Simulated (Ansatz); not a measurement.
Relative stability

Two relaxed structures of CH2BS, doublet (PBE0-D4/def2-TZVP; forces vanish, vibrations not checked).

A:

```json
{"atom": "C1", "x (Å)": "0.0337", "y (Å)": "-0.1401", "z (Å)": "0.0841"}
{"atom": "B2", "x (Å)": "-1.2999", "y (Å)": "-0.3156", "z (Å)": "-0.0114"}
{"atom": "S3", "x (Å)": "1.6394", "y (Å)": "-0.1326", "z (Å)": "0.3144"}
{"atom": "H4", "x (Å)": "-2.4609", "y (Å)": "-0.4478", "z (Å)": "-0.1063"}
{"atom": "H5", "x (Å)": "2.0075", "y (Å)": "1.0291", "z (Å)": "-0.2886"}
```

B:

```
5
angstrom
C -1.3236 -0.3157 -0.0149
B 0.0143 -0.1891 0.1090
S 1.7400 -0.1299 0.3276
H -2.3837 -0.4067 -0.1183
H 1.9530 1.0414 -0.3035
```

Program: Ansatz 0.2.0. Basis: def2-TZVPP. Cores are frozen in the correlated methods; orbitals are unrestricted. B3LYP uses VWN-RPA correlation.

Problem. Which structure is lower at CCSD(T), and by how much? (An estimate is asked for; the value comes from the calculation.)

Solution. By the calculation: B, by 40.9 kJ/mol (electronic energy, against the other). By their contacts, A is CH₂BS ([BH][C][SH]) and B is CH₂BS ([CH][B][SH]).

All methods give the same order:

```csv
method,E(B) − E(A) (kJ/mol)
PBE-D4,-27.2
r2SCAN-D4,-34.0
PBE0-D4,-33.2
B3LYP-D4,-30.8
wB97M-V,-35.1
HF,-57.8
MP2,-31.4
CCSD,-44.1
CCSD(T),-40.9
```

T1 diagnostic: at most 0.027. ⟨S²⟩ of the unrestricted Hartree–Fock references: 0.76 to 0.81 (a pure state has 0.75). The unrestricted reference is spin-contaminated, which hurts MP2 most.

Labels in which every atom is bracketed show which atoms are joined, not bond orders.

For scale, one of the runs: CCSD(T)/def2-TZVPP, 132 basis functions, launched by `ansatz run in.yaml --threads 2 --pin off --events-out ev --progress --plain --max-ram 4352MiB`. The run took 32 s on 2 CPU threads of an Arm Neoverse V1 (shared host), with 1.4 GiB of host memory at its peak.
